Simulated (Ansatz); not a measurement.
The first iterations of a band of CH₃LiS (6 atoms, charge 0, multiplicity 1).

The calculation used Ansatz 0.2.0, RKS PBE0-D4/def2-SVP.

```
movable images  : 7
climbing image  : yes
spring          : 5.0 eV/Å²
optimiser       : quadratic models (default)
start path      : through a guess of the saddle point
force threshold : 0.05 eV/Å
iteration limit : 60
end points      : relaxed
```

First end point:

```xyz
6
Properties=species:S:1:pos:R:3
Li -0.498 -2.363 1.018
S -1.093 -0.743 -0.245
C 0.205 0.542 -0.201
H 1.191 0.158 -0.508
H -0.068 1.343 -0.905
H 0.306 0.999 0.796
```

Last end point:

```xyz
6
Properties=species:S:1:pos:R:3
Li -1.442 -1.881 1.098
S 0.032 -1.312 -0.343
C 0.307 0.489 -0.210
H 1.093 0.781 -0.923
H -0.595 1.069 -0.461
H 0.647 0.791 0.793
```

| iteration | highest image above the first end (eV) | largest band force component (eV/Å) |
| --- | --- | --- |
| 1 | 0.327 | 2.473 |
| 2 | 0.029 | 1.069 |

Problem. Does the band converge within its limit, and where does its top end?

Solution. The run converged. It ended after 5 iterations with the highest image 0.000 eV above the first end. The highest image is an end point: on this band no image between the ends rises above it.

The run took 53 s on 1 thread of Arm Neoverse V2, with other jobs on the host, peak memory 0.11 GiB.
